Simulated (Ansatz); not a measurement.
# AlMgH2 (doublet): wave-function methods side by side, def2-TZVPP

One table from this session's results is given with a row withheld; the runs are named, their logs left out.

Program: Ansatz 0.2.0, Gaussian basis. Level of theory: def2-TZVPP, core rule «outside noble gas», up to 10 orbitals frozen. These are calculated values, not measurements.

To be run: UHF; ROHF; CCSD(T) on UHF.

## What is computed

The geometry is a PBE0/def2-TZVP stationary point (not a proven minimum) of the parent state, kept for this charge and spin.

4 atoms, charge 0, spin multiplicity 2.

Atoms are counted from 1 here; the program's logs count them from 0.

Bond lengths: Al1–H3 1.585 Å, Al1–H4 1.685 Å, Mg2–H4 1.892 Å. Angles: H3–Al1–H4 120.6°, Al1–H4–Mg2 97.5°.

As a file:

| atom | x (Å) | y (Å) | z (Å) |
| --- | --- | --- | --- |
| Al1 | 0.0000 | 0.0562 | 1.2209 |
| Mg2 | 0.0000 | -0.0014 | -1.4713 |
| H3 | 0.0000 | -0.3272 | 2.7591 |
| H4 | 0.0000 | -1.1428 | 0.0371 |

Set-up of the first run:

in.yaml

```yaml
crystal:
  periodic: [false, false, false]
  atoms:
    - {symbol: Al, position_ang: [0.000000, 0.056189, 1.220938]}
    - {symbol: Mg, position_ang: [0.000000, -0.001415, -1.471349]}
    - {symbol: H, position_ang: [0.000000, -0.327222, 2.759073]}
    - {symbol: H, position_ang: [0.000000, -1.142799, 0.037065]}
basis:
  gaussian: {orbitals: def2-TZVPP}
magnetization: {spin_polarized: true, initial_magnetization: 1}
hamiltonian: {xc: hf}
output: {orbitals: {seedname: orbitals}}
```

Command:

```console
$ ansatz run in.yaml --threads 1 --pin off --events-out ev --progress --plain --max-ram 4096MiB --backend cpu
```

Among the steps run: UHF; ROHF; CCSD(T) on UHF.

One of the session's tables, all rows but one given; the rest of the session is left out.

| method | from UCCSD(T) (meV) |
| --- | --- |
| ROHF | +3679.6 |
| UHF | +3539.4 |
| UMP2 | +1009.4 |
| UCCSD | ? |
| UCCSD(T) | 0 |

Q: Estimate the row for UCCSD from the others.

As computed: from UCCSD(T) (meV): +117.5. In the column «from UCCSD(T) (meV)» it lies between UCCSD(T) (0) and UMP2 (+1009.4).
